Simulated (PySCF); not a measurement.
# Exercise with solution: oscillator strength and radiative lifetime

C₂H₄O₂, SMILES CC(=O)O.

Geometry optimised at PBE0-D3(BJ)/def2-SVP. Other conformers were not sampled.

TDDFT-M06-2X/def2-SVPD in PySCF puts the first singlet state with f over 0.02 at 7.90 eV (vertical), with the transition dipole (0.004, -0.506, 0.000) in atomic units.

Task: Find the oscillator strength, the wavelength and the radiative lifetime that this transition would have in vacuum if emission retraced absorption.

Result: 
|μ|² = 0.2561 au, so |μ| = 1.29 D. ΔE = 7.90/27.211 = 0.2903 hartree. f = (2/3) ΔE |μ|² = 0.050 (the program prints 0.050).
λ = 1239.84/7.90 = 157 nm; ν = 63718 cm⁻¹.
Einstein's coefficient A = 0.6670 ν² f s⁻¹ (ν in cm⁻¹) = 1.3e8 s⁻¹, so τ = 1/A = 7.5 ns. This state is S2; the lower singlet has f = 0.000. The figure is the radiative limit of this one transition; relaxation, internal conversion, crossing to triplets and a medium change what is measured.
